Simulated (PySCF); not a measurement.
Atom-mapped SMILES (the numbers label the heavy atoms): `[CH3:1][CH:2]([CH3:3])[CH2:4][OH:5]` (H(Xn): hydrogen on atom n).

- PBE0-D3(BJ)/def2-TZVP structure
- NMR shieldings at B97-2/pcSseg-2/GIAO
- program: PySCF
- one computed conformer, relativity neglected, fast rotation and ring inversion assumed for equivalent nuclei, no solvent model

δ = σ(ref) − σ, references computed at the same level: 13C (185.38 ppm) and 1H (31.64 ppm) vs TMS; H2O for 17O (327.66 ppm).

```csv
atoms,nucleus,count,δ (ppm)
H(O5),1H,1,?
H(C2),1H,1,1.37
H(C4),1H,2,3.35
C4,13C,1,75.8
O5,17O,1,39.9
H(C1)/H(C3),1H,6,0.94
C2,13C,1,?
C1/C3,13C,2,21.3
```

Q: Fill in the missing shifts.

A: 
- C2: 38.9 ppm, sp3 CH; saturated and bonded to C and H only
- H(O5): -0.26 ppm, hydrogen on an alcohol oxygen; labile proton, position sensitive to the medium

OH/NH shifts are gas-phase values; hydrogen bonding in solution moves them, usually downfield. Shifts are as computed. Against solution values, carbons near 30 ppm lie about +3 ppm off and those near 130 ppm about +7 ppm. Of 1313 compounds with measured shifts, 239 miss one by over three times the rms of a fit or turn the order of signals round; such compounds aren't used in these exercises. Experimental scales use liquid or dissolved standards, which lie at an offset from isolated H2O (liquid H2O: subtract about 36 ppm).
